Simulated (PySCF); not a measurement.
Question: What does the PBE0-D3(BJ)/def2-SVP structure of `CC(C)[C@H]1C=N1` look like in three dimensions?

Answer: 
```
atom  x, y, z in Å
C1    -0.760    1.098   -0.971
C2    -0.360   -0.080   -0.087
C3    -0.798    0.119    1.360
C4     1.133   -0.309   -0.164
C5     1.740   -1.618   -0.265
N6     1.704   -1.032   -1.372
H7    -0.279    2.027   -0.624
H8    -0.454    0.929   -2.014
H9    -1.849    1.260   -0.953
H10   -0.849   -0.989   -0.480
H11   -0.308    1.003    1.801
H12   -1.886    0.276    1.429
H13   -0.540   -0.751    1.984
H14    1.741    0.534    0.200
H15    2.072   -2.575    0.149
```

Any rigid rotation of these coordinates is as good. Atoms count from 1 in this order. The C–C distances run from 1.447 Å (C4–C5, drawn single) to 1.525 Å (C2–C3, drawn single), a spread of 0.078 Å. The C–N distances run from 1.253 Å (C5=N6, drawn double) to 1.519 Å (C4–N6, drawn single), a spread of 0.266 Å. N6 (C=N nitrogen) is bent (angle 62.0°). The 3-membered ring C4–C5–N6 has internal angles of 49.9° to 68.0°.

Bonds between heavy atoms (Å): C1–C2 1.525, C2–C3 1.525, C2–C4 1.512, C4–C5 1.447, C5=N6 1.253, C4–N6 1.519.

Theory: PBE0-D3(BJ)/def2-SVP geometry optimisation, gas phase in PySCF 2.14.0.

Point group: C1 (no symmetry element, even within 0.4 Å). No frequency check. The numbers are those of one conformer (C1–C2–C4–C5 -138°).
